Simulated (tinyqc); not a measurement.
Worked calculation: geometry optimisation on the RHF/sto-3g surface (energies and gradients from PySCF), for BH3, spin multiplicity 1. Computed by tinyqc, a small Python program that keeps every step (integrals from PySCF). Settings: charge = 0, multiplicity = 1, basis = sto-3g, optimiser = bfgs, first Hessian = 0.3, largest step = 0.3, iteration cap = 30. Command: `OMP_NUM_THREADS=1 python tinyqc.py 25692 25693 out.jsonl` (the two numbers bound the seeds that draw the settings). One thread of a shared host (Intel(R) Xeon(R) Processor @ 2.60GHz), about 0.6 s of CPU time with the checks.

## Step 1: energy and gradient

positions at the start (bohr):
```
            x          y          z
1B  -0.039684  -0.015118  -0.052912
2H   2.413180   0.005669   0.000000
3H  -1.188638   1.927521   0.005669
4H  -1.088482  -1.952087  -0.075589
```

Self-consistent energy and analytic gradient at these positions.

energy = -26.05928580 hartree

gradient (hartree/bohr):
```
              x            y            z
1B  -0.06111409  -0.01525257  -0.00613799
2H   0.07366199  -0.00055520   0.00281504
3H  -0.01177616   0.01906804   0.00194337
4H  -0.00077174  -0.00326026   0.00137958
```

## Step 1: move

Quasi-Newton step p = -H^(-1) g (first H = 0.3 times the unit matrix); steps longer than 0.3 bohr are cut back (factor 0.902 here).

positions after step 1 (bohr):
```
            x          y          z
1B   0.144037   0.030735  -0.034460
2H   2.191737   0.007338  -0.008463
3H  -1.153236   1.870198  -0.000173
4H  -1.086162  -1.942286  -0.079736
```

## Step 2: energy and gradient

As before.

energy = -26.06142893 hartree

gradient (hartree/bohr):
```
              x            y            z
1B   0.11194450   0.02454905   0.00039421
2H  -0.06295103  -0.00314040  -0.00046312
3H  -0.02070698   0.01063638   0.00048763
4H  -0.02828649  -0.03204504  -0.00041872
```

## Step 2: move

inverse Hessian in use (bohr^2/hartree), lower triangle:
```
            1          2          3          4          5          6          7          8
1    1.977305
2   -0.305923   3.265096
3   -0.032142  -0.004757   3.340556
4    0.944115   0.196444  -0.030592   3.027444
5    0.027554   0.007172   0.003713  -0.039483   3.333946
6    0.017449   0.002857  -0.003040   0.010767  -0.001678   3.334603
7    0.144186   0.042250   0.034531  -0.306812   0.008993  -0.015315   3.439250
8   -0.013908  -0.013614  -0.033861   0.232152  -0.012567   0.014685  -0.129193   3.474019
9    0.004303   0.000040  -0.002877   0.016766  -0.001229   0.001233  -0.012065   0.012554
10   0.267727   0.067229   0.028203  -0.331414   0.002936  -0.012900   0.056709  -0.089051
11   0.292277   0.074679   0.034906  -0.389114   0.004782  -0.015864   0.077950  -0.114505
12   0.010390   0.001859  -0.001305   0.003060  -0.000806   0.000538  -0.007151   0.006623

            9         10         11        12
9    3.334431
10  -0.009004   3.340311
11  -0.011365   0.018887   3.368377
12   0.000546  -0.006299  -0.007677  3.333555
```

Quasi-Newton step p = -H^(-1) g (the inverse Hessian comes from BFGS updates; coordinates in the order x, y, z of each atom); steps longer than 0.3 bohr are cut back.

positions after step 2 (bohr):
```
            x          y          z
1B   0.009814   0.002533  -0.030986
2H   2.241027   0.012616  -0.009615
3H  -1.113025   1.840866  -0.002230
4H  -1.041440  -1.890031  -0.080001
```

## Convergence

Stop when the largest gradient component is below 3e-5 hartree/bohr. The inverse Hessian follows the BFGS update with s = step, y = change of gradient.

Course of the optimisation:
```
step   E (hartree)  largest gradient (hartree/bohr)
1     -26.05928580                         7.37e-02
2     -26.06142893                         1.12e-01
3     -26.06997109                         2.52e-02
4     -26.07035083                         1.82e-02
5     -26.07049262                         1.17e-02
6     -26.07068979                         1.77e-03
7     -26.07069991                         6.25e-04
8     -26.07070293                         2.92e-04
9     -26.07070345                         1.38e-05
```

Final distances (angstrom):
```
pair   distance
2H-1B  1.159970
3H-1B  1.159953
3H-2H  2.009112
4H-1B  1.159959
4H-2H  2.009108
4H-3H  2.009114
```

Converged in 9 steps.
